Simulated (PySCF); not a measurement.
First SCF of a structure search on singlet S₂O₂, at a hand-made trans-bent X-M-M-X geometry. PySCF input:

```python
from pyscf import gto, scf, dft
mol = gto.M(atom='''
S      0.000000     0.000000     1.030000
S      0.000000     0.000000    -1.030000
O      1.328000     0.000000     2.026000
O     -1.328000     0.000000    -2.026000''',
    basis={'S': 'def2-TZVP', 'O': 'def2-TZVP'},
    charge=0, spin=0)
mf = dft.RKS(mol, xc='PBE0')
mf.grids.atom_grid = (50, 194)
aux = {'S': 'def2-universal-JKFIT', 'O': 'def2-universal-JKFIT'}
mf = mf.density_fit(auxbasis=aux)
mf.conv_tol = 1e-08
mf.diis_space = 10
mf.max_cycle = 60
mf.init_guess = 'minao'
mf.verbose = 4
mf.kernel()
```

Excerpt of the output (cycles and frontier levels):

```
init E= -946.609707242192
  HOMO = -0.287058248743704  LUMO = -0.193686284420291  gap/eV = 2.54078
cycle= 1 E= -946.029114637768  delta_E= 0.581  |g|= 1.19  |ddm|= 2.13
  HOMO = -0.171178638396852  LUMO = -0.126992562674495  gap/eV = 1.20236
cycle= 2 E= -942.509618792529  delta_E= 3.52  |g|= 3.97  |ddm|= 2.97
  HOMO = -0.293730165132548  LUMO = -0.182823561586242  gap/eV = 3.01792
cycle= 3 E= -946.342779836529  delta_E= -3.83  |g|= 0.148  |ddm|= 2.39
  HOMO = -0.306938172110328  LUMO = -0.186428496751323  gap/eV = 3.27924
cycle= 4 E= -946.344832190007  delta_E= -0.00205  |g|= 0.0806  |ddm|= 0.104
  HOMO = -0.304202867954382  LUMO = -0.181759528051892  gap/eV = 3.33185
cycle= 5 E= -946.346353426057  delta_E= -0.00152  |g|= 0.0232  |ddm|= 0.0491
  HOMO = -0.304344224975614  LUMO = -0.181211303176186  gap/eV = 3.35062
cycle= 6 E= -946.346470824172  delta_E= -0.000117  |g|= 0.0039  |ddm|= 0.0129
  HOMO = -0.304381711103402  LUMO = -0.181079845871717  gap/eV = 3.35521
cycle= 7 E= -946.34647446224  delta_E= -3.64e-06  |g|= 0.000806  |ddm|= 0.00376
  HOMO = -0.304435980793773  LUMO = -0.181141862982597  gap/eV = 3.35500
cycle= 8 E= -946.346474608029  delta_E= -1.46e-07  |g|= 0.000284  |ddm|= 0.000479
  HOMO = -0.304422484408936  LUMO = -0.181131963671706  gap/eV = 3.35491
cycle= 9 E= -946.346474624373  delta_E= -1.63e-08  |g|= 6.91e-05  |ddm|= 0.000128
  HOMO = -0.304426645041853  LUMO = -0.181136174447115  gap/eV = 3.35490
cycle= 10 E= -946.346474625493  delta_E= -1.12e-09  |g|= 1.76e-05  |ddm|= 5.38e-05
  HOMO = -0.304425570674979  LUMO = -0.181136606555441  gap/eV = 3.35486
Extra cycle  E= -946.346474624913  delta_E= 5.79e-10  |g|= 5.59e-05  |ddm|= 3.81e-05
converged SCF energy = -946.346474624913
```

No lower solution of this spin was found by a stability analysis within the restricted form, which does not test spin polarisation.

The search for the lowest solution, with the stability check, took about 19 core-seconds on a shared host.
